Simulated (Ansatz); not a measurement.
`CC(=N)Cl` → `[CH2]` (triplet) + `N=CCl` at 400 K and 1 bar (formal loss of a carbene).

Program: Ansatz. Geometries: PBE0-D4/def2-TZVP. ΔE: electronic, gas phase. CCSD(T)/CBS adds triple-zeta CCSD(T) − MP2 to the extrapolated MP2 energy (def2 sets, frozen cores). This one scheme is used for every species. Triplets are unrestricted, without spin–orbit coupling. Each species was taken in one conformer, which may not be the lowest.

```tsv
species	CCSD(T)/CBS energy (Eh)	H − E (kJ/mol)	S (J/(mol·K))
`CC(=N)Cl`	-592.98219	180.2	315.8
`[CH2]` (triplet)	-39.09499	59.0	205.7
`N=CCl`	-553.70684	99.7	275.2
```

H − E and S are ideal-gas, rigid-rotor, harmonic terms from PBE0-D4/def2-TZVP, for one conformer and one mirror image of each species, with the whole ground term of open shells counted as degenerate. 1 Eh = 2625.50 kJ/mol, R = 8.31446 J/(mol·K).

**Question.** By hand: ΔE, ΔH, ΔS and ΔG.

**Answer.** ΔE = (-39.09499) + (-553.70684) − (-592.98219) = 0.18036 Eh = 473.5 kJ/mol. Δ(H − E) = 59.0 + 99.7 − 180.2 = -21.5, so ΔH = 452.0 kJ/mol. ΔS = 205.7 + 275.2 − 315.8 = 165.1 J/(mol·K). ΔG = 452.0 − 400 × (165.1)/1000 = 386.0 kJ/mol.

**Question.** By hand: the equilibrium constant, and the temperature at which ΔG would vanish if ΔH and ΔS stayed fixed.

**Answer.** log₁₀ K = −ΔG/(RT ln 10) = -50.4. ΔG = 0 at ΔH/ΔS = 2738 K, far beyond where these terms or the molecules hold.

The number of gas molecules changes by +1, which sets the sign of ΔS. A doubt of 5 kJ/mol in ΔE shifts log₁₀ K by 0.7 here. Other conformers and mirror images would add mixing entropy, several J/(mol·K) or more a flexible species. A triplet takes part, so the spin changes. These are equilibria of isolated gas molecules and say nothing of rates. Largest T1 diagnostic: 0.012 (customary marks: 0.02 for closed shells, 0.045 for open ones).
